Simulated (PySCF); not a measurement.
**Field gradients at the hydrogen positions**

C₅H₁₁N.
Z-matrix (Å and degrees, PBE0-D3(BJ)/def2-SVP geometry), rows numbered from 1:
```
C 
N   1  1.4333
C   2  1.4455  1  115.34
C   3  1.5304  2  103.76  1  -170.88
C   4  1.5448  3  104.21  2    24.98
C   2  1.4454  1  115.38  3  -122.98
H   1  1.1012  2  110.27  3  -177.77
H   1  1.1012  2  110.26  3   -59.03
H   1  1.1154  2  113.06  3    61.59
H   3  1.1167  2  111.39  1   -52.30
H   3  1.1022  2  111.00  1    66.84
H   4  1.0996  3  111.63  2   146.99
H   4  1.0995  3  110.54  2   -93.86
H   5  1.0996  4  112.81  3   121.49
H   5  1.0996  4  110.59  3  -118.53
H   6  1.1168  2  111.40  1    52.44
H   6  1.1022  2  111.02  1   -66.73
```

Level: PBE0/pcSseg-1 (PySCF, non-relativistic); Q(2H) = 0.00286 b; rigid geometry, the same for H and D, with no vibrational averaging.

Question: Rank these positions by the coupling χzz of a deuteron there, largest first.
A. H12 (methylene hydrogen)
B. H17 (methylene hydrogen)
C. H16 (methylene hydrogen)

Answer: A (196 kHz), B (192 kHz), C (174 kHz).

Q: Tabulate Vzz, the asymmetry η and χzz = 234.96 MHz × Q × Vzz for every hydrogen position.

A: 
| atom | bonded to | bond length (Å) | Vzz (au) | η | χzz (kHz) |
| --- | --- | --- | --- | --- | --- |
| H7 | C1 | 1.101 | 0.2879 | 0.05 | 193 |
| H8 | C1 | 1.101 | 0.2878 | 0.05 | 193 |
| H9 | C1 | 1.115 | 0.2634 | 0.06 | 177 |
| H10 | C3 | 1.117 | 0.2587 | 0.05 | 174 |
| H11 | C3 | 1.102 | 0.2850 | 0.04 | 192 |
| H12 | C4 | 1.100 | 0.2923 | 0.01 | 196 |
| H13 | C4 | 1.100 | 0.2913 | 0.02 | 196 |
| H14 | C5 | 1.100 | 0.2924 | 0.01 | 196 |
| H15 | C5 | 1.100 | 0.2912 | 0.02 | 196 |
| H16 | C6 | 1.117 | 0.2587 | 0.05 | 174 |
| H17 | C6 | 1.102 | 0.2851 | 0.04 | 192 |

Q: How does χzz go with the bond length over the 11 C–H bonds?

A: A straight-line fit has a slope of -12.5 kHz for each 0.01 Å, with a correlation coefficient of -1.00, over lengths from 1.100 to 1.117 Å. The longer bonds have the smaller couplings here.

Q: Give the 2H NMR doublet splittings at H7 for a magnetic field along the z, y and x axes of the gradient: 3χ/2, 3χ(1 + η)/4, 3χ(1 − η)/4.

A: With |χ| = 193.4 kHz and η = 0.054: 290, 153 and 137 kHz, to first order and without motion.

The structure is a single PBE0-D3(BJ)/def2-SVP conformer in the gas phase; no vibrational or solvent corrections. The small basis limits the accuracy of the gradients.

These values come from a run that also computed NMR shieldings. The run took 17 s on an Arm Neoverse V1 with one thread, shared host.
